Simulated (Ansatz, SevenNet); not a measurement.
## How well does each level of theory give the elastic constant C44 of hcp Ti?

Reference value: 51 GPa (measured, 4 K, no zero-point or thermal correction; as tabulated in Ferrari et al. (2019), arXiv:1905.01197).

Task: Put these levels in order of the elastic constant C44 that they give for hcp Ti, smallest first: PBE (Ansatz, a first-principles code), SevenNet-0 (SevenNet), r²SCAN (Ansatz).

Result: SevenNet-0 (15.1 GPa), PBE (44.3 GPa), r²SCAN (51.7 GPa)

Unless a cell is named, each level is at its own relaxed cell (SevenNet-0 17.41, PBE 17.39, r²SCAN 17.31 Å³/atom).

Differences against the reference: SevenNet-0 -70 %, PBE -13.1 %, r²SCAN +1.4 %.

The reference has no zero-point or thermal correction, while the calculations are for a static lattice, so the differences are not the levels' errors alone.  Each level is taken at its own relaxed cell. Cutoffs differ between the levels. Ansatz's density-functional and Hartree–Fock values are scalar-relativistic unless marked +SOC, with PAW data made under PBE.

Machine-learned potentials (SevenNet-0) are trained on DFT data, which may include these solids.

Differences are worked out from the printed values.
